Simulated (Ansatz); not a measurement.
# Where CCSD(T) holds and where it slips

Each species is computed at the geometry given (Å), with frozen cores, in Ansatz 0.2.0: RHF-CCSD(T) for singlets, UHF-CCSD(T) otherwise, and full CI in the same basis. The program picks the determinant by trial CCSD, so it needn't be the lowest Hartree–Fock solution. States: BH2⁻ A1, BH2 A2, SiH3⁺ A', CF Σ⁻ or Δ, SiH4 A. Cases whose determinant has another symmetry than full CI's state, or whose (Q) step broke down, weren't drawn.

Question: Judging by size, spin and bonding, rank them by the size of CCSD(T)'s error in total energy against full CI in the same basis, smallest first (an estimate).
A. BH$_{2}$⁻, singlet, 6-31++G**: B 0.000 -0.160 0.000; H 0.000 0.857 -1.256; H 0.000 0.857 1.256
B. SiH₄, singlet, 6-31G: Si 0.003 0.000 0.005; H 0.858 0.842 0.851; H -0.809 -0.811 0.809; H -0.907 0.836 -0.880; H 0.764 -0.863 -0.923
C. BH₂, quartet, cc-pVTZ: B 0.000 -0.080 0.000; H 0.000 0.429 -1.077; H 0.000 0.429 1.077
D. SiH₃⁺, singlet, cc-pVDZ: Si 0.000 0.000 -0.044; H 1.415 0.015 0.409; H -0.721 1.220 0.403; H -0.697 -1.233 0.407
E. CF, quartet, 6-31G: C 0.000 0.000 0.000; F 0.000 0.000 1.625

Answer: B (8.9 meV), D (15.5 meV), C (20.1 meV), A (28.0 meV), E (38.0 meV).

```csv
species,basis,correlated electrons,CCSD(T) − full CI (meV),CCSDT(Q) − full CI (meV),unpaired electrons (full CI),T1,⟨S²⟩ of the determinant
"SiH4, singlet",6-31G,8,8.9,0.2,0.03,0.008,0.00
"SiH3⁺, singlet",cc-pVDZ,6,15.5,0.1,0.04,0.011,0.00
"BH2, quartet",cc-pVTZ,5,20.1,-1.1,3.02,0.019,3.76
"BH2⁻, singlet",6-31++G**,6,28.0,0.4,0.12,0.018,0.00
"CF, quartet",6-31G,11,38.0,-2.6,3.04,0.040,3.79
```

Unpaired electrons are Σ n²(2−n)² over natural occupations; an open shell counts its own unpaired electrons too. Frozen cores follow each run's orbitals, which moves totals by a few meV.
